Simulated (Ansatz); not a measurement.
A geometry optimisation of H2SSi2 with PBE0-D3(BJ)/pcseg-1

The starting geometry of this gas-phase singlet was optimised with GFN2-xTB.

```xyz
5

S    -0.9491   -0.6370   -0.3918
Si    1.0234   -0.3203   -0.8589
Si   -0.4504    0.9792    1.2016
H     0.7729    0.3416    1.7512
H     0.1602    1.9745    0.2835
```

**Question.** Predict what becomes of its bonds when it is optimised with PBE0-D3(BJ)/pcseg-1.

**Answer.** New bonds form, giving a structure with H4 bridging Si3 and Si2, H5 bridging Si3 and Si2, given below by its coordinates. Distances that change by over a tenth: Si3–H4 (1.48 → 1.72 Å), Si3–H5 (1.49 → 1.72 Å). Contacts that close: Si2–Si3 (2.85 → 2.40 Å), Si2–H4 (2.70 → 1.72 Å), Si2–H5 (2.70 → 1.72 Å).

The energy falls by 0.39 eV over 11 steps:

| step | E − E(last) (eV) |
| --- | --- |
| 1 | 0.387 |
| 2 | 0.258 |
| 3 | 0.221 |
| 4 | 0.192 |
| 5 | 0.075 |
| 7 | 0.018 |
| 8 | 0.007 |
| 9 | 0.001 |
| 10 | 0.000 |
| 11 | 0.000 |

Final geometry (Å):

```xyz
5

S    -1.0533   -0.6103   -0.3175
Si    0.9946    0.1301   -0.3468
Si   -0.6690    0.9001    1.2040
H     0.9106    0.2426    1.3664
H     0.3741    1.6755    0.0794
```

Frequencies at the end are all real (lowest 214 cm⁻¹). Run with Ansatz 0.2.0, 15 s on 1 thread of Intel(R) Xeon(R) CPU @ 2.60GHz (Ice Lake) (shared host).
